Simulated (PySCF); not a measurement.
# CH₂ to CH₄: adding ligands

Level: PBE0 in the def2-TZVP basis family, all electrons, no relativity, computed in PySCF with density fitting; open shells unrestricted.

Each entry is the lowest minimum that a search over a few typed start shapes (and spin states, where more than one is plausible) found, or that minimum re-optimised at the stated level; isomers with ligand–ligand bonds, or fragments after loss of a ligand pair, can lie lower.

| molecule | 2S+1 | point group | mean bond to C (Å) | atomisation (kJ/mol) | lowest ω (cm⁻¹) | distinct angles (°) | polar-tensor charge of C |
| --- | --- | --- | --- | --- | --- | --- | --- |
| CH₂ | ? | ? | ? | ? | ? | ? | ? |
| CH₃ | 2 | D3h | 1.080 | 1288 | 526 | 120 | -0.15 |
| CH₄ | 1 | Td | 1.090 | 1745 | 1327 | 109 | -0.03 |

**Question.** Fill in the row of CH₂.

**Answer.** 2S+1: 3; point group: C2v; mean bond to C (Å): 1.079; atomisation (kJ/mol): 809; lowest ω (cm⁻¹): 1057; distinct angles (°): 135; polar-tensor charge of C: -0.18.

The bond lengthens or stays about the same; the largest change, 0.010 Å, falls between CH₃ and CH₄ among the members listed.

The shape changes along the series: C2v for CH₂; D3h for CH₃; Td for CH₄.

Left out of the table are members whose search was unfinished or whose lowest solution was spin-contaminated, unstable, very soft or bonded differently.

Open d and f shells are single-determinant solutions and may miss the true ground state.
